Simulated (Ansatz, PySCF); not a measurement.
Process, species as SMILES: CSC → CCS [ethanethiol]

Property: isomerisation energy (enthalpy at 298 K), in kcal/mol. Set-up: no spin-orbit coupling; no dispersion term unless named; non-relativistic; 6-311+G** with 5d, 6d on Na to Ar in Ansatz (a program for electronic structure); LANL2DZ with its own core potentials from Na on; 6-31G* and kin with 6d, 5d where marked; frozen cores in correlated levels. CBS(X,Y): correlation extrapolated as X^-3; Hartree-Fock from the larger set. The bracket is a focal-point correction in the basis named. Ab initio and DFT rows: single points at B3LYP-D3(BJ) geometries (Ansatz), with unscaled harmonic terms from B3LYP/6-31G* at its own minima.

Measured values: G2/97 table in ASE (Curtiss et al.); they hold spin-orbit and core effects, anharmonicity and other conformers. 

Value to compare with, the measured value: -2.2 kcal/mol.

| level | program | isomerisation energy (enthalpy at 298 K) (kcal/mol) | error |
|---|---|---|---|
| PBE/STO-3G | Ansatz | 6.3 | 8.5 |
| PBE/def2-SVP | Ansatz | -2.6 | -0.4 |
| B3LYP/6-31G* | Ansatz | -0.2 | 2.0 |
| B3LYP/6-311+G** | Ansatz | -2.0 | 0.2 |
| MP2/3-21G | Ansatz | -0.8 | 1.4 |
| MP2/LANL2DZ | Ansatz | -0.8 | 1.4 |
| B3PW91/6-31G* (5d) | PySCF | -0.1 | 2.1 |
| M06-2X/def2-TZVPD | PySCF | -1.3 | 0.9 |
| RI-MP2/CBS(aug-cc-pV(T+d)Z,aug-cc-pV(Q+d)Z)+[CCSD(T)-MP2]/aug-cc-pV(T+d)Z | Ansatz | -1.8 | 0.4 |

Among the 7 habitual levels, PBE/STO-3G lies farthest from the measured value (8.5 kcal/mol); 6 of 7 lie above it, and their mean absolute error is 2.3 kcal/mol, the median 1.4. One case shows no general order.

The levels are drawn from those run, B3LYP/6-31G* more often than the rest, none by its result; runs whose electronic state is in doubt are left out.
